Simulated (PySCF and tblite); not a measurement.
Values are calculated unless marked as measured or tabulated.
trans-CHF=CHCOOH, C3H3FO2, numbered as in [O:1]=[C:2]([OH:3])/[CH:4]=[CH:5]/[F:6].

Free energies: PBE0-D3(BJ)/pcSseg-1 on GFN2-xTB structures plus GFN2-xTB thermal terms, symmetry and mirror images included. Conformers within 2.5 kcal/mol (GFN2-xTB free energy) were kept, 10 at most. GIAO shieldings: PBE0/pcSseg-1. Shifts are against TMS (¹H), TMS (¹³C), CFCl3 (¹⁹F) at the same level. Codes: tblite and PySCF.

(1) Predict the averaged NMR shifts at 298.15 K.

(2) How do the conformers differ?

(3) Which signal moves most, for its nucleus, between 100 and 320 K through the change of populations alone?

The minima are those of GFN2-xTB; planar forms about aryl–S or allylic bonds may be saddles in DFT. H on N, O and S are left out: they exchange, and hydrogen bonds move them by several ppm. Unscaled ¹⁹F shifts at such levels can be off by tens of ppm; differences between conformers or isomers are more reliable. Shifts are unscaled: against experiment ¹³C can be off by 15 ppm or more and ¹H by 0.8 ppm.

Answers

(1) ¹H: 7.99 (H5, 1H), 5.88 (H4, 1H) ppm. ¹³C: 177.4 (C5), 169.5 (C2), 110.3 (C4) ppm. ¹⁹F: -98.8 (F6) ppm.

(2) Torsions listed: O1–C2–O3–H3, O3–C2–C4–C5.
```json
{"conformer": "1", "shape": "0°, 180°", "weight %": "62.4"}
{"conformer": "2", "shape": "0°, 0°", "weight %": "37.6"}
```

```json
{"signal": "H4", "1": "5.90", "2": "5.84", "average": "5.88"}
{"signal": "H5", "1": "8.01", "2": "7.96", "average": "7.99"}
{"signal": "C2", "1": "170.2", "2": "168.2", "average": "169.5"}
{"signal": "C4", "1": "109.6", "2": "111.5", "average": "110.3"}
{"signal": "C5", "1": "177.9", "2": "176.5", "average": "177.4"}
{"signal": "F6", "1": "-99.3", "2": "-97.8", "average": "-98.8"}
```

(3) C2: 169.9 ppm at 100 K, 169.6 ppm at 200 K, 169.6 ppm at 220 K, 169.5 ppm at 298.15 K, 169.4 ppm at 320 K.


Conformer gaps in pcSseg-1 on xTB geometries can be 2 kcal/mol off for S=O, P=O and other polar bonds.